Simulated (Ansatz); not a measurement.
**AlBH₆N+ (SMILES [NH3+][BH][AlH2]): single points off equilibrium**

Aim: energy, forces and dipole at a structure displaced at random from a GFN2-xTB minimum, from CCSD(T) and from density functionals.

Method: single points in def2-TZVPP; program: Ansatz 0.2.0, Gaussian basis.

Cores are frozen in the correlated methods.

**1. Where the work starts**

SMILES `[NH3+][BH][AlH2]`, 9 atoms, charge 1, spin multiplicity 1.

Atoms are counted from 1 here; the program's logs count them from 0.

Bond lengths: N1–B2 1.410 Å, N1–H4 1.112 Å, N1–H5 1.101 Å, N1–H6 1.232 Å, B2–Al3 2.435 Å, B2–H7 1.188 Å, Al3–H8 1.554 Å, Al3–H9 1.365 Å. Angles: B2–N1–H4 118.4°, B2–N1–H5 116.4°, B2–N1–H6 105.0°, H4–N1–H5 112.1°, H4–N1–H6 96.4°, H5–N1–H6 105.2°, N1–B2–Al3 103.7°, N1–B2–H7 112.7°, Al3–B2–H7 141.2°, B2–Al3–H8 120.7°, B2–Al3–H9 106.3°, H8–Al3–H9 131.4°.

Coordinates:

```xyz
9
AlBH6N
N    -0.5050    0.8979   -0.6834
B     0.4931   -0.0769   -0.8853
Al    0.5769   -1.2658    1.2383
H    -1.4747    0.7813   -1.2153
H    -0.1679    1.9456   -0.6624
H    -0.9412    0.6768    0.4469
H     0.7846   -0.2053   -2.0301
H     1.7026   -2.2981    1.5258
H    -0.2932   -0.6228    2.0711
```

**2. CCSD(T)/def2-TZVPP**

Input file run/in.yaml:

```yaml
crystal:
  periodic: [false, false, false]
  atoms:
    - {symbol: N, position_ang: [-0.505000, 0.897900, -0.683400]}
    - {symbol: B, position_ang: [0.493100, -0.076900, -0.885300]}
    - {symbol: Al, position_ang: [0.576900, -1.265800, 1.238300]}
    - {symbol: H, position_ang: [-1.474700, 0.781300, -1.215300]}
    - {symbol: H, position_ang: [-0.167900, 1.945600, -0.662400]}
    - {symbol: H, position_ang: [-0.941200, 0.676800, 0.446900]}
    - {symbol: H, position_ang: [0.784600, -0.205300, -2.030100]}
    - {symbol: H, position_ang: [1.702600, -2.298100, 1.525800]}
    - {symbol: H, position_ang: [-0.293200, -0.622800, 2.071100]}
basis:
  gaussian: {orbitals: def2-TZVPP}
total_charge: 1
correlation: {method: ccsd_t}
output: {forces: true}
```

The command line of these runs was not kept.

**3. PBE0-D4/def2-TZVPP**

run/in.yaml, as its differences from that of step 2:

```diff
@@ -15,3 +15,3 @@
 total_charge: 1
-correlation: {method: ccsd_t}
-output: {forces: true}
+hamiltonian: {xc: pbe0, dispersion: d4}
+output: {forces: true, orbitals: {seedname: orbitals}}
```

**4. wB97M-V/def2-TZVPP**

run/in.yaml, as its differences from that of step 3:

```diff
@@ -15,3 +15,3 @@
 total_charge: 1
-hamiltonian: {xc: pbe0, dispersion: d4}
-output: {forces: true, orbitals: {seedname: orbitals}}
+hamiltonian: {xc: {name: wB97M-V}}
+output: {forces: true}
```

**5. r2SCAN-D4/def2-TZVPP**

run/in.yaml, as its differences from that of step 4:

```diff
@@ -15,3 +15,3 @@
 total_charge: 1
-hamiltonian: {xc: {name: wB97M-V}}
+hamiltonian: {xc: r2scan, dispersion: d4}
 output: {forces: true}
```

**6. PBE-D4/def2-TZVPP**

run/in.yaml, as its differences from that of step 5:

```diff
@@ -15,3 +15,3 @@
 total_charge: 1
-hamiltonian: {xc: r2scan, dispersion: d4}
+hamiltonian: {xc: pbe, dispersion: d4}
 output: {forces: true}
```

**7. r2SCANh-D4/def2-TZVPP**

run/in.yaml, as its differences from that of step 6:

```diff
@@ -15,3 +15,3 @@
 total_charge: 1
-hamiltonian: {xc: pbe, dispersion: d4}
+hamiltonian: {xc: {name: r2SCANh}, dispersion: d4}
 output: {forces: true}
```

**8. B97M-V/def2-TZVPP**

run/in.yaml, as its differences from that of step 7:

```diff
@@ -15,3 +15,3 @@
 total_charge: 1
-hamiltonian: {xc: {name: r2SCANh}, dispersion: d4}
+hamiltonian: {xc: {name: B97M-V}}
 output: {forces: true}
```

(Steps that only read results are left out.)

What does the calculation give? Wanted: energy less free atoms, CCSD(T)/def2-TZVPP; RMS force component; RMS force error; HOMO and LUMO, PBE0-D4; T1 diagnostic.

As calculated:

| quantity | value |
| --- | --- |
| energy less free atoms, CCSD(T)/def2-TZVPP | -1700.9 kJ/mol |
| RMS force component | 2.466 to 2.686 eV/Å over the methods |
| RMS force error | PBE0-D4 0.162, wB97M-V 0.109, r2SCAN-D4 0.179, PBE-D4 0.291, r2SCANh-D4 0.155, B97M-V 0.201 eV/Å |
| HOMO and LUMO, PBE0-D4 | -11.81 and -7.59 eV |
| T1 diagnostic | 0.009 |

Against CCSD(T) the functionals' energies less atoms differ by -90.7 to -52.2 kJ/mol, PBE-D4 by -90.7 kJ/mol. CCSD(T) in triple zeta still lacks some correlation energy of the bonds, so part of these gaps is its own basis error and they don't rank the functionals. For forces wB97M-V does best and PBE-D4 worst. Frozen-core CCSD(T) forces in triple zeta carry basis errors of their own, and this is one geometry, so small gaps rank nothing.
